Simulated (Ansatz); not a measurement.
```yaml
crystal:
  periodic: [false, false, false]
  atoms:
    - {symbol: Cl, position_ang: [-1.518134, -0.077295, -0.001117]}
    - {symbol: B, position_ang: [0.110337, 0.455247, 0.003856]}
    - {symbol: Si, position_ang: [1.873905, -0.077667, -0.000074]}
basis:
  gaussian: {orbitals: def2-TZVP}
magnetization: {spin_polarized: true, initial_magnetization: 2}
hamiltonian: {xc: pbe0}
relax: {f_tol: 0.004, max_steps: 80}
```

```sh
$ ansatz run in.yaml --threads 1 --pin off --events-out ev --progress --plain --max-ram 2176MiB
```

Steps of the relaxation (energy above the last step; positions in Å, forces in eV/Å):

```
3
step 1, 284.2 meV
Cl   -1.518   -0.077   -0.001    0.114    0.583    0.005
B     0.110    0.455    0.004   -1.218   -0.753   -0.007
Si    1.874   -0.078    0.000    1.104    0.170    0.002
```

```
3
step 2, 139.4 meV
Cl   -1.570   -0.026   -0.001    0.406    0.456    0.004
B     0.101    0.361    0.003   -0.679   -0.727   -0.006
Si    1.934   -0.034    0.000    0.273    0.271    0.002
```

```
3
step 3, 21.3 meV
Cl   -1.587    0.081    0.000   -0.719    0.051    0.000
B     0.076    0.163    0.001    1.140   -0.150   -0.001
Si    1.977    0.057    0.001   -0.421    0.099    0.001
```

```
3
step 6, 0.0 meV
Cl   -1.598    0.114    0.000    0.000    0.000    0.000
B     0.092    0.101    0.001    0.000    0.000    0.000
Si    1.972    0.086    0.001    0.000    0.000    0.000
```

Close pairs at the end: Cl1–B2 1.690 Å, B2–Si3 1.881 Å.

A stationary point of unrestricted PBE0 after 6 steps, with ⟨S²⟩ = 2.011 against 2.00 for a pure state; no frequencies were run, so it isn't proven a minimum. 45 s on 1 thread of Arm Neoverse N1, shared host.
